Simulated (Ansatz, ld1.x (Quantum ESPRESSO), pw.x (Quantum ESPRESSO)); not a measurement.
What a changed setting does to a pw.x run (bcc V)

Potential: PAW, ld1.x (Quantum ESPRESSO) 7.5, LDA (PW92); core [Ar], reference 3d3 4s0 4p0; waves: 4s (bound, empty): rcut 1.80, rcutus 2.40 bohr; 4s channel at 2.65 Ry: rcut 1.80, rcutus 2.40 bohr; 4p (bound, empty): rcut 1.95, rcutus 2.60 bohr; 4p channel at 3.7 Ry: rcut 1.95, rcutus 2.60 bohr; 3d (bound): rcut 1.84, rcutus 1.96 bohr; 3d channel at 1.1 Ry: rcut 1.84, rcutus 1.96 bohr; local part: all-electron potential smoothed inside 1.85 bohr (lloc = -2); core correction: Bessel-smoothed model core inside 1.40 bohr; augmentation: BESSEL, radius 1.95 bohr.

The reference run (k-mesh 16³, cutoffs 50/400 Ry, Fermi–Dirac 0.01 Ry, mixing_beta 0.4, conv_thr 1e-9, no spin) gives 2.40 GPa at 12.474 Å³/atom, where all-electron LAPW gives 1.53 GPa. This run, with its own iteration cap, changes smearing to mv.

```
&control
  calculation='scf', prefix='x', pseudo_dir='./', outdir='./tmp', tstress=.true., disk_io='none'
/
&system
  ibrav=0, nat=1, ntyp=1, ecutwfc=50, ecutrho=400, nbnd=9,
  occupations='smearing', smearing='mv', degauss=0.01
/
&electrons
  conv_thr=1e-09, mixing_beta=0.4, electron_maxstep=60
/
ATOMIC_SPECIES
V 1.0 V.UPF
CELL_PARAMETERS angstrom
  -1.46099451 1.46099451 1.46099451
  1.46099451 -1.46099451 1.46099451
  1.46099451 1.46099451 -1.46099451
ATOMIC_POSITIONS crystal
V 0.0000 0.0000 0.0000
K_POINTS automatic
16 16 16 0 0 0
```

```bash
pw.x < V.scf.in > V.scf.out
```

Q: How does the run end?

A: It converges in 22 iterations; the free energy moves by +51.3 meV/atom and the pressure by -0.78 GPa. This scheme is built to cancel the term in the square of the width that Fermi–Dirac smearing leaves in the F of a metal.

```
Message from routine setup:
     using ibrav=0 with symmetry is DISCOURAGED, use correct ibrav instead
     lattice parameter (alat)  =       4.7820  a.u.
     unit-cell volume          =      84.1787 (a.u.)^3
     number of electrons       =         5.00
     number of Kohn-Sham states=            9
     kinetic-energy cutoff     =      50.0000  Ry
     charge density cutoff     =     400.0000  Ry
     scf convergence threshold =      1.0E-09
     Exchange-correlation= SLA  PW   NOGX NOGC
     number of k points=   145  Marzari-Vanderbilt smearing, width (Ry)=  0.0100
     iteration #  1     ecut=    50.00 Ry     beta= 0.40
     total energy              =     -93.69450521 Ry
     estimated scf accuracy    <       2.56970021 Ry
     iteration #  2     ecut=    50.00 Ry     beta= 0.40
     total energy              =     -93.63999134 Ry
     estimated scf accuracy    <       0.33804830 Ry
     iteration #  3     ecut=    50.00 Ry     beta= 0.40
     total energy              =     -93.87629751 Ry
     estimated scf accuracy    <       0.04270210 Ry
     iteration #  4     ecut=    50.00 Ry     beta= 0.40
     total energy              =     -93.89085798 Ry
     estimated scf accuracy    <       0.37948564 Ry
     iteration #  5     ecut=    50.00 Ry     beta= 0.40
     total energy              =     -93.80562727 Ry
     estimated scf accuracy    <       0.31687845 Ry
     iteration #  6     ecut=    50.00 Ry     beta= 0.40
     total energy              =     -93.80057203 Ry
     estimated scf accuracy    <       0.15313902 Ry
     [... 10 iterations left out ...]
     iteration # 17     ecut=    50.00 Ry     beta= 0.40
     total energy              =     -93.73400292 Ry
     estimated scf accuracy    <       0.00000008 Ry
     iteration # 18     ecut=    50.00 Ry     beta= 0.40
     total energy              =     -93.73400316 Ry
     estimated scf accuracy    <       0.00000021 Ry
     iteration # 19     ecut=    50.00 Ry     beta= 0.40
     total energy              =     -93.73400308 Ry
     estimated scf accuracy    <       0.00000057 Ry
     iteration # 20     ecut=    50.00 Ry     beta= 0.40
     total energy              =     -93.73400289 Ry
     estimated scf accuracy    <       0.00000031 Ry
     iteration # 21     ecut=    50.00 Ry     beta= 0.40
     total energy              =     -93.73400284 Ry
     estimated scf accuracy    <       0.00000002 Ry
     iteration # 22     ecut=    50.00 Ry     beta= 0.40
     the Fermi energy is    11.8992 ev
!    total energy              =     -93.73400284 Ry
     estimated scf accuracy    <          2.8E-10 Ry
     smearing contrib. (-TS)   =       0.00000975 Ry
     convergence has been achieved in  22 iterations
          total   stress  (Ry/bohr**3)                   (kbar)     P=       16.20
     Message from routine punch:
     Nothing written, as per user request (disk_io='none')
```

The run took about 22 s on one core of a shared server CPU.
